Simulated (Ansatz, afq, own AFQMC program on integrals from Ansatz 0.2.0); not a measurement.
## Where AFQMC and coupled cluster stand for GeH, doublet

```yaml
atoms:
  - { symbol: Ge, position_ang: [0.3675, 0.5099, -0.5244] }
  - { symbol: H, position_ang: [-0.8371, 1.5369, -0.7883] }
```

Basis def2-TZVP. Noble-gas cores (and the filled d shells of Ga–Kr and In–Xe) are frozen. Ansatz 0.2.0 and our own AFQMC program on the same integrals; the CISD trial comes from CCSD amplitudes, and released means the phaseless constraint is let go. Uncertainties: one standard error, sampling alone. No spin–orbit coupling.

Determinant: UHF, the one that the program's search chose, which needn't be the lowest solution. The geometry is a PBE0/def2-SVP stationary point of this or a neighbouring charge and spin state.

Full CI on the same integrals is exact in this basis and with this determinant's frozen core.

Cautions: no relativity below Rb; no spin-orbit coupling; inner d shell frozen.

```
T1 diagnostic                               : 0.0155
weight of the determinant in the CISD state : 0.927
⟨S²⟩ of the determinant                     : 0.765
size of the correlated space                : 5 electrons in 40 orbitals
```

| level | correlation energy (eV) |
| --- | --- |
| MP2 | -1.9699 |
| CCSD | -2.5454 |
| CCSD(T) | -2.6103 |

Task: Estimate where AFQMC with the constraint released lies against CCSD(T) on the same integrals.

Result: 1.7 ± 0.08 kJ/mol below CCSD(T).

Reference: full CI, correlation energy -2.628 eV. The released energy is read at 2.40 1/Eh (meV from the phaseless value at times in 1/Eh: -1.1 ± 1.1 at 0.24, -0.8 ± 1.0 at 0.51, -2.5 ± 0.8 at 0.99, -4.3 ± 0.7 at 1.62, -4.2 ± 0.8 at 2.40).

```tsv
level	E − E(reference) (kJ/mol)	share of correlation (%)
CCSD(T)	1.7	99.32
CCSDT	0.2	99.93
CCSDT(Q)	0.0	99.99
ph-AFQMC/CISD	0.5 ± 0.1	99.82
released AFQMC	0.1 ± 0.08	99.98
```

CCSDT and higher add their correlation energy to the determinant of the CCSD(T) run, since their own runs factorise the integrals more tightly (a shift of under 2 meV). A walk keeps the symmetry of its determinant, which the program's search chose and which needn't be the lowest solution, so a lower state of the same spin and another symmetry isn't excluded. Released energies are given only where the last usable release times agree within the noise; a slower fall can still hide under it.
